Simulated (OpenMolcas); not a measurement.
AlHCl2 (SMILES [Cl][AlH][Cl]): methods side by side

AlHCl2 has 4 atoms, charge 0, and is taken as a singlet. SMILES: `[Cl][AlH][Cl]`. The shape comes from GFN2-xTB, which is rough for such elements, and wasn't checked as a minimum.

```xyz
4

Cl   -1.2355    0.6985    1.3817
Al    0.0743    0.0537   -0.0186
Cl   -0.1211   -1.6803   -1.0423
H     1.2823    0.9281   -0.3208
```

Each level gives the energy change with the Al2–H4 bond stretched from 1.522 to 1.902 Å (eV). The values are calculated.

```tsv
level	kind	program	value (eV)	less FCI/STO-3G
SVWN5/STO-3G (restricted)	LDA	OpenMolcas	1.15	-0.05
PBE/STO-3G (restricted)	GGA	OpenMolcas	1.10	-0.10
r2SCAN/STO-3G (restricted)	meta-GGA	OpenMolcas	1.21	+0.01
B3LYP/STO-3G (restricted)	global hybrid	OpenMolcas	1.21	+0.01
M06-2X/STO-3G (restricted)	hybrid meta-GGA	OpenMolcas	1.34	+0.14
PBE0/STO-3G (restricted)	global hybrid	OpenMolcas	1.26	+0.06
B2PLYP/STO-3G (restricted)	double hybrid	OpenMolcas	1.30	+0.10
MP2/STO-3G (restricted)	perturbation theory	OpenMolcas	1.38	+0.18
CISD/STO-3G (restricted)	coupled cluster or CI	OpenMolcas	1.22	+0.02
FCI/STO-3G	exact in the basis	OpenMolcas	1.20	0.00
```

FCI/STO-3G is exact within its basis and frozen core, so for wave-function methods in that basis the difference is their error; functionals converge differently with the basis, so for them it is only a difference. The first shape isn't each level's own minimum. The values span 1.10 to 1.38 eV. All rows use very small basis sets, so even the best lies far from the true value.
